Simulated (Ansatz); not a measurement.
# BeHO+ (triplet): the correlation ladder, cc-pVDZ

An exercise on one series of results from a longer session: the logs are not shown, and one member is left open.

Computed with Ansatz 0.2.0, Gaussian basis. Level: cc-pVDZ, core rule «outside noble gas», up to 2 orbitals frozen.

Plan: UHF; CCSD(T) on ROHF; CCSD(T) on UHF; BCCD(T) on ROHF; CISD; CCSDT(Q) on ROHF; CCSDT(Q) on UHF; CISDTQ; CCSDTQ on ROHF; CCSDTQ on UHF.

13 further runs of the same task are left out: 9 for a known fault of the program, 4 set aside as unsound or not needed.

## What is computed

The geometry is a PBE0/def2-TZVP stationary point (not a proven minimum) of the parent state, kept for this charge and spin.

3 atoms, charge 1, spin multiplicity 3.

Atoms are counted from 1 here; the program's logs count them from 0.

Bond lengths: O1–Be2 1.382 Å, O1–H3 0.944 Å. Angles: Be2–O1–H3 180.0°.

The first run:

File in.yaml:

```yaml
crystal:
  periodic: [false, false, false]
  atoms:
    - {symbol: O, position_ang: [0.000000, 0.000000, 0.146067]}
    - {symbol: Be, position_ang: [0.000000, 0.000000, -1.235633]}
    - {symbol: H, position_ang: [0.000000, 0.000000, 1.089567]}
basis:
  gaussian: {orbitals: cc-pVDZ}
total_charge: 1
magnetization: {spin_polarized: true, initial_magnetization: 2}
hamiltonian: {xc: hf}
output: {orbitals: {seedname: orbitals}}
```

The run is started by

```bash
> ansatz run in.yaml --threads 1 --pin off --events-out ev --progress --plain --max-ram 2816MiB --backend cpu
```

Among the steps run: UHF; CCSD(T) on ROHF; CCSD(T) on UHF; BCCD(T) on ROHF; CISD; CCSDT(Q) on ROHF; CCSDT(Q) on UHF; CISDTQ; CCSDTQ on ROHF; CCSDTQ on UHF.

One table of the session follows, with a row left open; its other results are not shown here.

```
   method  from UCCSDTQ (kJ/mol)
     ROHF                 +455.2
      UHF                 +444.9
     RMP2                  +46.6
     UMP2                  +46.9
     CISD                  +20.0
    RCCSD                      ?
    UCCSD                   +7.4
 RCCSD(T)                   +1.4
 UCCSD(T)                   +1.3
  BCCD(T)                   +1.4
   RCCSDT                   +0.6
   UCCSDT                   +0.5
   CISDTQ                   +0.5
RCCSDT(Q)                   +0.1
UCCSDT(Q)                    0.0
  RCCSDTQ                   +0.1
  UCCSDTQ                      0
```

**Question.** Estimate the row for RCCSD.

As computed: from UCCSDTQ (kJ/mol): +7.5. In the column «from UCCSDTQ (kJ/mol)» it lies between UCCSD (+7.4) and CISD (+20.0).

To keep in mind: Restricted and unrestricted rows rest on different reference determinants; where their highest levels disagree by more than a few hundredths of an eV, they describe different states and don't form one ladder.
